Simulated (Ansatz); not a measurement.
This geometry of H2S + H4OSi (9 atoms, charge 0, multiplicity 1) is a first-order saddle point.

These are results of RKS PBE-D4/def2-SVP in Ansatz, not measurements.

```xyz
9
Properties=species:S:1:pos:R:3
Si -0.283 0.357 0.410
H 1.122 -0.640 0.043
H 0.313 1.545 -0.288
H -1.759 0.507 0.626
O 0.116 0.113 2.033
H 0.576 -0.931 -0.779
S -0.784 -0.965 -1.737
H 1.061 -0.070 2.191
H -0.361 0.085 -2.498
```

Q: Which two structures does it join? (They come from a converged band through this point; their orientation in space is the band's.)

A: Bonds broken: Si1–H2, H6–S7. Bonds formed: Si1–S7, H2–H6. H2S + H4OSi becomes H2 + H4OSSi.

First end point:

```xyz
9
Properties=species:S:1:pos:R:3
Si -0.047 0.277 0.880
H 0.894 -0.765 0.322
H 0.115 1.540 0.071
H -1.458 -0.216 0.829
O 0.252 0.553 2.518
H -0.551 -1.721 -2.173
S -0.821 -0.409 -2.420
H 1.136 0.908 2.716
H 0.480 -0.166 -2.744
```

Last end point:

```xyz
9
Properties=species:S:1:pos:R:3
Si -0.797 0.858 0.383
H 2.054 -1.915 -0.200
H -0.043 2.095 -0.026
H -2.124 1.188 0.983
O 0.004 -0.022 1.563
H 1.338 -1.750 -0.434
S -1.166 -0.265 -1.441
H 0.825 -0.454 1.263
H -0.092 0.265 -2.091
```

Q: How far does it lie above each of them?

A: 1.52 eV above the first and 1.95 eV above the second. This is the barrier of this one path; another mechanism may lie lower. The orbitals stay closed-shell, which can raise the energy where a bond breaks towards radicals; this wasn't checked here.

The run took 2.4 min on 2 threads of Arm Neoverse V2, with other jobs on the host, peak memory 0.14 GiB.
